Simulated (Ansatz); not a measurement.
Nudged elastic band run: H₄NO₂P

Input:

```yaml
crystal:
  periodic: [false, false, false]
  atoms:
    - { symbol: "N", position_ang: [-0.439127, 1.235364, -0.008392] }
    - { symbol: P, position_ang: [0.234445, -0.172563, -0.642489] }
    - { symbol: O, position_ang: [1.401768, -0.479585, 0.501263] }
    - { symbol: O, position_ang: [-0.861124, -1.279337, -0.069286] }
    - { symbol: H, position_ang: [-1.043001, 1.752783, -0.63893] }
    - { symbol: H, position_ang: [-0.828757, 1.178818, 0.931953] }
    - { symbol: H, position_ang: [2.245052, -0.117892, 0.204241] }
    - { symbol: H, position_ang: [-0.617054, -2.174488, -0.334162] }
basis:
  gaussian: { orbitals: def2-SVP }
hamiltonian:
  xc: pbe0
  dispersion: d4
neb:
  order_check: false
  images: 5
  f_tol: 0.05
  max_iterations: 60
  initial_path: idpp
  optimiser: lbfgs
  climbing: immediate
  final_atoms:
    - { symbol: "N", position_ang: [-0.75500058, 1.12130712, -0.09078505] }
    - { symbol: P, position_ang: [0.16561555, -0.14046407, -0.69318928] }
    - { symbol: O, position_ang: [1.35724319, -0.44076815, 0.45083238] }
    - { symbol: O, position_ang: [-0.85622192, -1.32840882, -0.15637407] }
    - { symbol: H, position_ang: [-0.57836186, 2.05244312, -0.44573958] }
    - { symbol: H, position_ang: [-1.10210981, 1.09055604, 0.86461024] }
    - { symbol: H, position_ang: [2.22055938, -0.263456, 0.06027333] }
    - { symbol: H, position_ang: [-0.35952195, -2.14810924, -0.04542996] }
```

Run as:

```bash
$ ansatz run input.yaml --threads 1 --pin off --max-ram 2048MiB --backend cpu --events-out ev --progress --plain --runs-dir out
```

Output, in part (warnings, iteration lines, the closing report on the highest movable image, with atoms numbered from 0):

```
NEB end point (image 0): max|allowed force component| = 2.583e-3 eV/Å (the criterion of neb.relax_end_points is 1.000e-2)
NEB end point (image 6): max|allowed force component| = 1.372e-2 eV/Å (the criterion of neb.relax_end_points is 1.000e-2)
NEB iter   1: max|band force component| = 7.749e-1 eV/Å  barrier→ = 0.0411 eV  barrier← = 0.0254 eV  CI = image 3  Δτ_max = 0.0124 Å  (174 SCF iters)
NEB iter   2: max|band force component| = 3.438e-1 eV/Å  barrier→ = 0.0343 eV  barrier← = 0.0186 eV  CI = image 3  Δτ_max = 0.0049 Å  (133 SCF iters)
NEB iter   3: max|band force component| = 2.079e-1 eV/Å  barrier→ = 0.0309 eV  barrier← = 0.0152 eV  CI = image 4  Δτ_max = 0.0041 Å  (116 SCF iters)
NEB iter   4: max|band force component| = 2.467e-1 eV/Å  barrier→ = 0.0293 eV  barrier← = 0.0136 eV  CI = image 4  Δτ_max = 0.0036 Å  (116 SCF iters)
NEB iter   5: max|band force component| = 1.184e-1 eV/Å  barrier→ = 0.0284 eV  barrier← = 0.0127 eV  CI = image 4  Δτ_max = 0.0131 Å  (111 SCF iters)
NEB iter   6: max|band force component| = 1.433e-1 eV/Å  barrier→ = 0.0262 eV  barrier← = 0.0105 eV  CI = image 4  Δτ_max = 0.0022 Å  (122 SCF iters)
NEB iter   7: max|band force component| = 7.678e-2 eV/Å  barrier→ = 0.0258 eV  barrier← = 0.0101 eV  CI = image 4  Δτ_max = 0.0029 Å  (107 SCF iters)
NEB iter   8: max|band force component| = 1.280e-1 eV/Å  barrier→ = 0.0255 eV  barrier← = 0.0098 eV  CI = image 4  Δτ_max = 0.0022 Å  (106 SCF iters)
NEB iter   9: max|band force component| = 8.489e-2 eV/Å  barrier→ = 0.0252 eV  barrier← = 0.0095 eV  CI = image 4  Δτ_max = 0.0023 Å  (108 SCF iters)
NEB iter  10: max|band force component| = 1.111e-1 eV/Å  barrier→ = 0.0250 eV  barrier← = 0.0093 eV  CI = image 4  Δτ_max = 0.0016 Å  (105 SCF iters)
NEB iter  11: max|band force component| = 7.062e-2 eV/Å  barrier→ = 0.0248 eV  barrier← = 0.0091 eV  CI = image 4  Δτ_max = 0.0023 Å  (109 SCF iters)
NEB iter  12: max|band force component| = 1.146e-1 eV/Å  barrier→ = 0.0246 eV  barrier← = 0.0089 eV  CI = image 4  Δτ_max = 0.0020 Å  (104 SCF iters)
NEB iter  13: max|band force component| = 7.138e-2 eV/Å  barrier→ = 0.0244 eV  barrier← = 0.0087 eV  CI = image 4  Δτ_max = 0.0019 Å  (107 SCF iters)
NEB iter  14: max|band force component| = 9.294e-2 eV/Å  barrier→ = 0.0242 eV  barrier← = 0.0085 eV  CI = image 4  Δτ_max = 0.0014 Å  (105 SCF iters)
NEB iter  15: max|band force component| = 6.077e-2 eV/Å  barrier→ = 0.0240 eV  barrier← = 0.0083 eV  CI = image 4  Δτ_max = 0.0020 Å  (102 SCF iters)
NEB iter  16: max|band force component| = 1.012e-1 eV/Å  barrier→ = 0.0239 eV  barrier← = 0.0081 eV  CI = image 4  Δτ_max = 0.0018 Å  (104 SCF iters)
NEB iter  17: max|band force component| = 6.411e-2 eV/Å  barrier→ = 0.0237 eV  barrier← = 0.0080 eV  CI = image 4  Δτ_max = 0.0016 Å  (101 SCF iters)
NEB iter  18: max|band force component| = 8.085e-2 eV/Å  barrier→ = 0.0236 eV  barrier← = 0.0079 eV  CI = image 4  Δτ_max = 0.0012 Å  (97 SCF iters)
NEB iter  19: max|band force component| = 5.211e-2 eV/Å  barrier→ = 0.0234 eV  barrier← = 0.0077 eV  CI = image 4  Δτ_max = 0.0018 Å  (98 SCF iters)
NEB iter  20: max|band force component| = 8.991e-2 eV/Å  barrier→ = 0.0233 eV  barrier← = 0.0076 eV  CI = image 4  Δτ_max = 0.0016 Å  (104 SCF iters)
NEB iter  21: max|band force component| = 5.803e-2 eV/Å  barrier→ = 0.0232 eV  barrier← = 0.0075 eV  CI = image 4  Δτ_max = 0.0013 Å  (98 SCF iters)
NEB iter  22: max|band force component| = 7.079e-2 eV/Å  barrier→ = 0.0231 eV  barrier← = 0.0074 eV  CI = image 4  Δτ_max = 0.0010 Å  (96 SCF iters)
NEB iter  23: max|band force component| = 4.503e-2 eV/Å  barrier→ = 0.0230 eV  barrier← = 0.0073 eV  CI = image 4  Δτ_max = 0.0407 Å  (98 SCF iters)
NEB iter  24: max|band force component| = 1.298e-1 eV/Å  barrier→ = 0.0208 eV  barrier← = 0.0051 eV  CI = image 4  Δτ_max = 0.0646 Å  (25 SCF iters)
NEB iter  25: max|band force component| = 4.000e-2 eV/Å  barrier→ = 0.0202 eV  barrier← = 0.0045 eV  CI = image 4  Δτ_max = 0.0652 Å  (230 SCF iters)
NEB iter  26: max|band force component| = 1.482e-1 eV/Å  barrier→ = 0.0198 eV  barrier← = 0.0041 eV  CI = image 4  Δτ_max = 0.0327 Å  (25 SCF iters)
NEB iter  27: max|band force component| = 8.011e-2 eV/Å  barrier→ = 0.0197 eV  barrier← = 0.0040 eV  CI = image 4  Δτ_max = 0.0326 Å  (127 SCF iters)
NEB iter  28: max|band force component| = 6.228e-2 eV/Å  barrier→ = 0.0194 eV  barrier← = 0.0037 eV  CI = image 4  Δτ_max = 0.0093 Å  (128 SCF iters)
NEB iter  29: max|band force component| = 3.603e-2 eV/Å  barrier→ = 0.0194 eV  barrier← = 0.0037 eV  CI = image 4  Δτ_max = 0.0000 Å  (243 SCF iters)
Total energy: -14922.40257195 eV, -548.3881797515 hartree
Atom 0 at    -0.737258     1.101583     0.001984 Å, force     0.003421     0.003615    -0.004375 eV/Å
Atom 1 at     0.139450    -0.134145    -0.696204 Å, force    -0.003988    -0.000501     0.002523 eV/Å
Atom 2 at     1.435456    -0.407441     0.332605 Å, force    -0.000763     0.000285    -0.000142 eV/Å
Atom 3 at    -0.765931    -1.379200    -0.080396 Å, force     0.001643    -0.002826    -0.000241 eV/Å
Atom 4 at    -0.901642     1.959325    -0.505453 Å, force    -0.000705     0.001199     0.001857 eV/Å
Atom 5 at    -1.117374     1.051923     0.942089 Å, force    -0.000274    -0.000900     0.000143 eV/Å
Atom 6 at     2.244501    -0.093451    -0.087390 Å, force     0.000470     0.000110     0.000321 eV/Å
Atom 7 at    -0.204999    -2.155494     0.036964 Å, force     0.000196    -0.000982    -0.000086 eV/Å
Dipole moment:     0.218807     0.228528    -0.027872 e Å
```

The forces met the threshold. The band force fell under the threshold earlier too, but the program's further tests of the path sent the band on. The top lies less than 8 meV above the higher end, about what the thresholds resolve: that end is a shoulder or a very shallow well. Another band between the same ends (5 images) ends at a top of the same energy, where a vibrational analysis finds 1 clearly imaginary mode.

Final band (atoms are numbered from 1 in the order of the input):

```
image  path coordinate (Å)  energy (eV)  height of N1 over the plane of its neighbours (Å)
    0                 0.00        0.000                                               0.27
    1                 0.20        0.002                                               0.26
    2                 0.40        0.006                                               0.23
    3                 0.60        0.013                                               0.14
    4                 0.80        0.019                                              -0.01
    5                 0.91        0.018                                              -0.10
    6                 1.02        0.016                                              -0.18
```

Time of the run: 9.2 min on 1 thread of Arm Neoverse N1, on a shared host, peak memory 0.25 GiB.
